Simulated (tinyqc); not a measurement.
Worked calculation: UKS/BLYP in the sto-6g basis, for BH, spin multiplicity 3. One step of it, computed by the program tinyqc.

Problem. Iteration 2: building the Kohn-Sham matrix. J_ij = sum D_kl (ij|kl) with D = D(alpha) + D(beta); F = H + J + V_xc; E = tr D H + tr D J / 2 + E_xc + E_nn.

D(alpha) after iteration 1:
```
            1B 1s      1B 2s     1B 2px     1B 2py     1B 2pz      2H 1s
1B 1s    1.070046  -0.268014   0.000000   0.000000   0.073959   0.008041
1B 2s   -0.268014   1.038068   0.000000   0.000000  -0.272407  -0.140213
1B 2px   0.000000   0.000000   0.394143  -0.488666   0.000000   0.000000
1B 2py   0.000000   0.000000  -0.488666   0.605857   0.000000   0.000000
1B 2pz   0.073959  -0.272407   0.000000   0.000000   0.107343   0.210747
2H 1s    0.008041  -0.140213   0.000000   0.000000   0.210747   0.864887
```

D(beta) after iteration 1:
```
            1B 1s     1B 2s    1B 2px    1B 2py     1B 2pz      2H 1s
1B 1s    0.987990  0.020470  0.000000  0.000000  -0.006455  -0.072768
1B 2s    0.020470  0.024602  0.000000  0.000000   0.016962   0.138701
1B 2px   0.000000  0.000000  0.000000  0.000000   0.000000   0.000000
1B 2py   0.000000  0.000000  0.000000  0.000000   0.000000   0.000000
1B 2pz  -0.006455  0.016962  0.000000  0.000000   0.012130   0.099611
2H 1s   -0.072768  0.138701  0.000000  0.000000   0.099611   0.818428
```

core Hamiltonian H = T + V (hartree):
```
             1B 1s      1B 2s     1B 2px     1B 2py     1B 2pz      2H 1s
1B 1s   -12.778133  -3.166452   0.000000   0.000000  -0.010998  -0.339505
1B 2s    -3.166452  -3.706885   0.000000   0.000000  -0.102817  -0.949807
1B 2px    0.000000   0.000000  -2.934050   0.000000   0.000000   0.000000
1B 2py    0.000000   0.000000   0.000000  -2.934050   0.000000   0.000000
1B 2pz   -0.010998  -0.102817   0.000000   0.000000  -3.000453  -0.978170
2H 1s    -0.339505  -0.949807   0.000000   0.000000  -0.978170  -2.134663
```

Two-electron integrals (ij|kl) in chemists' order, unique and non-zero (hartree):
```
(11|11) 2.924993   (21|11) 0.480756   (21|21) 0.099484   (22|11) 0.743449
(22|21) 0.188967   (22|22) 0.544922   (31|31) 0.021096   (32|31) 0.030854
(32|32) 0.120443   (33|11) 0.743450   (33|21) 0.188967   (33|22) 0.544922
(33|33) 0.587109   (41|41) 0.021096   (42|41) 0.030854   (42|42) 0.120443
(43|43) 0.031641   (44|11) 0.743450   (44|21) 0.188967   (44|22) 0.544922
(44|33) 0.523827   (44|44) 0.587109   (51|51) 0.021096   (52|51) 0.030854
(52|52) 0.120443   (53|53) 0.031641   (54|54) 0.031641   (55|11) 0.743450
(55|21) 0.188967   (55|22) 0.544922   (55|33) 0.523827   (55|44) 0.523827
(55|55) 0.587109   (61|11) 0.052515   (61|21) 0.010548   (61|22) 0.019936
(61|33) 0.019829   (61|44) 0.019829   (61|51) 0.000832   (61|52) 0.001607
(61|55) 0.020149   (61|61) 0.001160   (62|11) 0.153219   (62|21) 0.039782
(62|22) 0.129713   (62|33) 0.125814   (62|44) 0.125814   (62|51) 0.004605
(62|52) 0.029197   (62|55) 0.137511   (62|61) 0.004507   (62|62) 0.047057
(63|31) 0.003733   (63|32) 0.017931   (63|53) 0.005171   (63|63) 0.004507
(64|41) 0.003733   (64|42) 0.017931   (64|54) 0.005171   (64|64) 0.004507
(65|11) 0.156355   (65|21) 0.041091   (65|22) 0.140621   (65|33) 0.133496
(65|44) 0.133496   (65|51) 0.007691   (65|52) 0.046151   (65|55) 0.154871
(65|61) 0.004848   (65|62) 0.059273   (65|65) 0.077672   (66|11) 0.332613
(66|21) 0.088003   (66|22) 0.324509   (66|33) 0.307287   (66|44) 0.307287
(66|51) 0.010657   (66|52) 0.092517   (66|55) 0.358952   (66|61) 0.010096
(66|62) 0.161090   (66|65) 0.218617   (66|66) 0.774999
```

nuclear repulsion = 1.66827620 hartree

V_xc(alpha) (hartree):
```
            1B 1s      1B 2s     1B 2px     1B 2py     1B 2pz      2H 1s
1B 1s   -1.919391  -0.260996   0.000000   0.000000   0.004581  -0.029335
1B 2s   -0.260996  -0.442890   0.000000   0.000000   0.019862  -0.119645
1B 2px   0.000000   0.000000  -0.435361   0.046907   0.000000   0.000000
1B 2py   0.000000   0.000000   0.046907  -0.455986   0.000000   0.000000
1B 2pz   0.004581   0.019862   0.000000   0.000000  -0.434461  -0.140557
2H 1s   -0.029335  -0.119645   0.000000   0.000000  -0.140557  -0.507869
```

V_xc(beta) (hartree):
```
            1B 1s      1B 2s     1B 2px     1B 2py     1B 2pz      2H 1s
1B 1s   -1.886919  -0.246626   0.000000   0.000000  -0.000064  -0.028170
1B 2s   -0.246626  -0.310390   0.000000   0.000000  -0.035589  -0.108933
1B 2px   0.000000   0.000000  -0.300522   0.002224   0.000000   0.000000
1B 2py   0.000000   0.000000   0.002224  -0.301515   0.000000   0.000000
1B 2pz  -0.000064  -0.035589   0.000000   0.000000  -0.327458  -0.139012
2H 1s   -0.028170  -0.108933   0.000000   0.000000  -0.139012  -0.503569
```

E_xc = sum of w rho eps_xc = -4.50044764 hartree

Give: Coulomb J; F(alpha); F(beta); total energy of this density.

Solution.

Coulomb J (hartree):
```
        1B 1s  1B 2s  1B 2px  1B 2py  1B 2pz  2H 1s
1B 1s   8.054  1.525   0.000   0.000   0.010  0.165
1B 2s   1.525  3.256   0.000   0.000   0.127  0.869
1B 2px  0.000  0.000   3.224  -0.031   0.000  0.000
1B 2py  0.000  0.000  -0.031   3.237   0.000  0.000
1B 2pz  0.010  0.127   0.000   0.000   3.307  0.996
2H 1s   0.165  0.869   0.000   0.000   0.996  2.729
```

F(alpha) (hartree):
```
         1B 1s   1B 2s  1B 2px  1B 2py  1B 2pz   2H 1s
1B 1s   -6.644  -1.903   0.000   0.000   0.003  -0.203
1B 2s   -1.903  -0.894   0.000   0.000   0.044  -0.201
1B 2px   0.000   0.000  -0.145   0.016   0.000   0.000
1B 2py   0.000   0.000   0.016  -0.153   0.000   0.000
1B 2pz   0.003   0.044   0.000   0.000  -0.128  -0.123
2H 1s   -0.203  -0.201   0.000   0.000  -0.123   0.086
```

F(beta) (hartree):
```
         1B 1s   1B 2s  1B 2px  1B 2py  1B 2pz   2H 1s
1B 1s   -6.611  -1.888   0.000   0.000  -0.001  -0.202
1B 2s   -1.888  -0.761   0.000   0.000  -0.012  -0.190
1B 2px   0.000   0.000  -0.010  -0.029   0.000   0.000
1B 2py   0.000   0.000  -0.029   0.002   0.000   0.000
1B 2pz  -0.001  -0.012   0.000   0.000  -0.021  -0.121
2H 1s   -0.202  -0.190   0.000   0.000  -0.121   0.090
```

total energy of this density = -24.86595 hartree
